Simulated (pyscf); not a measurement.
Thermochemistry of product channels of hydrogen (H₂) + formyl (•HC=O) on the doublet surface, in eV, from ωB97M-D3(BJ)/def2-TZVP energies (ideal gas, 1 atm, RRHO with modes under 100 cm⁻¹ raised to 100, one conformer, R ln 2 for rigid chiral ones). Optimised with ωB97X-D3(BJ)/def2-SVP in PySCF.

```csv
products,ΔE,ΔH(298 K),ΔG(298 K),ΔG(600 K)
methyl (CH₃•) + O atom (O) [triplet],?,+3.64,+3.66,+3.69
formaldehyde (H₂C=O) + H atom (H•),+0.61,+0.68,+0.75,?
methoxy (H₃C–O•),-0.60,-0.31,+0.05,+0.44
hydroxymethyl (•H₂C–OH),?,-0.59,-0.23,+0.15
```

Task: Some entries are withheld; supply them.

Result: 
- methyl (CH₃•) + O atom (O) [triplet], ΔE: +3.49
- formaldehyde (H₂C=O) + H atom (H•), ΔG(600 K): +0.83
- hydroxymethyl (•H₂C–OH), ΔE: -0.90

The channel to •H₂C–OH turns unfavourable between 298 and 1200 K (ΔG from -0.23 eV to +0.92 eV).

These are energies of the channels, which say nothing of barriers. Left out: orbital degeneracy and the spin-orbit lowering of O. The orbital near-degeneracy of the XH₃O or XH₃S radical is left out.
